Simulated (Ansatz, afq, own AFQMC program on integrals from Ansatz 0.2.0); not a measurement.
## AFQMC, coupled cluster and functionals along a coordinate of H2O⁺, doublet

```xyz
3

O     0.0000   -0.0646    0.0000
H     0.0000    0.5128   -0.8211
H     0.0000    0.5128    0.8211
```

The O1–H2 distance is changed with both sides rigid. Energies in kcal/mol count from this geometry (1.004 Å) at the same level; the start stands on UHF, each point on the determinant named.

Basis 6-31G. Noble-gas cores (and the filled d shells of Ga–Kr and In–Xe) are frozen. Integrals, coupled cluster, full CI and functionals: Ansatz 0.2.0; the random walks run on the same integrals in our own AFQMC program. ph-AFQMC/CISD is guided by a CISD state made of CCSD amplitudes; releasing the constraint for a short imaginary time cuts its bias at the price of noise, slowly where states lie close. Uncertainties: one standard error, sampling alone.

Cautions, each for one point or more: cluster runs in doubt by the program's own checks; strong correlation; unrestricted determinant spin contaminated.

```
r(O1–H2) / Å  det.     T1  weight  ⟨S²⟩  CCSD(T)  ph-AFQMC/CISD  released AFQMC    FCI  CCSDT(Q)  B2PLYP   PBE0
       0.925   UHF  0.008    0.97  0.76      4.6     4.6 ± 0.05      4.6 ± 0.05    4.6       4.6     4.4    4.4
       1.091   UHF  0.010    0.96  0.76      1.7     1.8 ± 0.05      1.7 ± 0.04    1.7       1.7     1.9    2.0
       1.407   UHF  0.026    0.94  0.80     28.2     28.2 ± 0.1     28.1 ± 0.04   28.1      28.1    28.9   29.4
       1.829   UHF  0.090    0.81  1.26     64.8    64.4 ± 0.07     64.2 ± 0.07   64.2      64.1   65.7§  64.6§
       2.776   UHF  0.093    0.83  1.74    106.3    106.1 ± 0.1               –  105.3     105.3   99.1§  92.6§
```

Weight is that of the determinant in the CISD state; at the start T1 is 0.008 and the weight 0.96, and ⟨S²⟩ is 0.76. Symmetry can't show for every point that it stays on the start's state. A dash marks a missing value, a released energy that hasn't settled or a functional that sits on another state. § marks a functional whose ⟨S²⟩ is too high by over 0.1. Largest departures from full CI: CCSD(T) 1.0 kcal/mol at 2.776 (on UHF), ph-AFQMC/CISD 0.8 kcal/mol at 2.776 (on UHF), released AFQMC 0.0 kcal/mol at 0.925 (on UHF) (within the noise), CCSDT(Q) -0.1 kcal/mol at 1.829 (on UHF). The functionals aren't scored here. In this small basis the wave-function levels are far from their limit, so their gap to the functionals isn't the functionals' error.

Some points may be missing: those where a free walk finds a much lower state, and past Zn most of those on another determinant than at the start.

CCSDT and higher add their correlation energy to the determinant of the CCSD(T) run, since their own runs factorise the integrals more tightly (a shift of under 2 meV). A walk keeps the symmetry of its determinant, which the program's search chose and which needn't be the lowest solution, so a lower state of the same spin and another symmetry isn't excluded. Released energies are given only where the last usable release times agree within the noise; a slower fall can still hide under it.
